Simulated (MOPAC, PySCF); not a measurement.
H$_{6}$Si$_{2}$, SMILES `[SiH3][SiH3]`, neutral singlet in the gas phase. 

Z-matrix (Å, degrees):
```
Si
H 1 1.4832
H 1 1.4832 2 108.64
H 1 1.4832 2 108.64 3 -118.01
Si 1 2.3445 2 110.29 3 121.00
H 5 1.4832 1 110.30 2 60.00
H 5 1.4832 6 108.64 1 121.00
H 5 1.4832 6 108.64 7 118.01
```
Charge 0, multiplicity 1.

All levels are single points at this geometry (B3LYP-D3(BJ)/def2-TZVP); Pople sets use spherical d functions. Orbital energies aren't observables, and empty levels follow the basis.

| level | HOMO (eV) | LUMO (eV) | gap (eV) | dipole (D) | vertical IE, Delta-SCF (eV) |
|---|---|---|---|---|---|
| B3LYP-D3(BJ)/def2-TZVP in PySCF | -8.17 | 0.15 | 8.32 | 0.00 | 10.52 |
| B3LYP/3-21G in PySCF | -8.31 | 0.71 | 9.02 | 0.00 | – |
| B3LYP/6-31G* in PySCF | -8.09 | 0.60 | 8.69 | 0.00 | 10.52 |
| PBE/6-31G* in PySCF | -7.19 | -0.09 | 7.10 | 0.00 | 10.36 |
| SVWN5/6-31G* in PySCF | -7.23 | -0.23 | 6.99 | 0.00 | 10.46 |
| HF/6-31G* in PySCF | -10.99 | 3.82 | 14.81 | 0.00 | 9.89 |
| HF/STO-3G in PySCF | -8.71 | 11.01 | 19.72 | 0.00 | – |
| AM1 in MOPAC | -10.83 | -0.89 | 9.94 | 0.00 | – |
| PM6 in MOPAC | -9.09 | -0.31 | 8.77 | 0.00 | – |
